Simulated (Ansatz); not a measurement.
Ansatz (a program for electronic structure) input (PBE/pcseg-1): A basis named .json is the Basis Set Exchange file of that set (core-valence sets with the plain set on hydrogen).

Ansatz 0.2 input:
```yaml
crystal:
  periodic: [false, false, false]
  atoms:
    - {symbol: C, position_ang: [-0.00105023, -0.00044593, 0.21807837]}
    - {symbol: C, position_ang: [-0.00682676, -0.00289863, 1.41756777]}
    - {symbol: C, position_ang: [0.00595226, 0.00252732, -1.23597935]}
    - {symbol: H, position_ang: [-0.01194066, -0.00506999, 2.47946412]}
    - {symbol: H, position_ang: [0.01516829, 1.02317495, -1.62370089]}
    - {symbol: H, position_ang: [0.88736845, -0.51296496, -1.62264162]}
    - {symbol: H, position_ang: [-0.87904773, -0.50023658, -1.63112234]}
basis:
  gaussian:
    orbitals: pcseg-1.json
hamiltonian:
  xc: {name: PBE}
magnetization: {spin_polarized: false}
```

Output:

```
Functional definition: PBE
integrals: 0.01 GiB planned
714 factors; their error is unknown
mean field: 0.12 GiB planned
mean field evaluation 1: about -3160.8674 eV, gradient 5.5e1 eV
mean field evaluation 2: about -3155.8751 eV, gradient 7.0e1 eV
mean field evaluation 4: about -3169.1677 eV, gradient 7.3e0 eV
mean field evaluation 8: about -3169.2587 eV, gradient 3.7e-2 eV
mean field -3169.25868473 eV, -116.4681084630 hartree, gradient 3.2e-5 eV, S^2 0.000000; 0 other end points of the search recorded, 0 dependent functions left out
reference -3169.25871407 eV, -116.4681095413 hartree; 11, 11 occupied and 51, 51 virtual orbitals, 714 factors
Total energy: -3169.25871407 eV, -116.4681095413 hartree
```
